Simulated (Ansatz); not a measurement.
in.yaml

```yaml
crystal:
  periodic: [false, false, false]
  atoms:
    - {symbol: Ge, position_ang: [-1.191943, -0.008234, 0.002120]}
    - {symbol: As, position_ang: [1.225257, 0.008464, -0.002179]}
    - {symbol: H, position_ang: [-1.734783, 1.432476, 0.005020]}
    - {symbol: H, position_ang: [-1.717585, -0.735786, 1.252999]}
    - {symbol: H, position_ang: [-1.722058, -0.732435, -1.248816]}
basis:
  gaussian: {orbitals: cc-pVDZ}
magnetization: {spin_polarized: true, initial_magnetization: 2}
hamiltonian: {xc: hf}
output: {orbitals: {seedname: orbitals}}
```

```sh
$ ansatz run in.yaml --threads 1 --pin off --events-out ev --progress --plain --max-ram 2393MiB
```

Log:

```
784 factors; integrals over basis functions are off by at most 8.8e-4 eV
mean field evaluation 1: about -117314.0905 eV, gradient 7.8e0 eV
mean field evaluation 2: about -117314.0931 eV, gradient 7.8e0 eV
mean field evaluation 4: about -117314.9675 eV, gradient 6.8e-1 eV
mean field evaluation 8: about -117314.9753 eV, gradient 4.4e-3 eV
mean field -117314.97528665 eV, -4311.2458228379 hartree, gradient 1.5e-5 eV, S^2 2.016444; 0 other end points of the search recorded, 0 dependent functions left out
reference -117314.97528665 eV, -4311.2458228379 hartree; 35, 33 occupied and 34, 36 virtual orbitals, 784 factors
Total energy: -117314.97528665 eV, -4311.2458228379 hartree
```

Ran on 1 thread of Intel Xeon, shared host: 6 s wall, 0.19 GiB peak host memory.
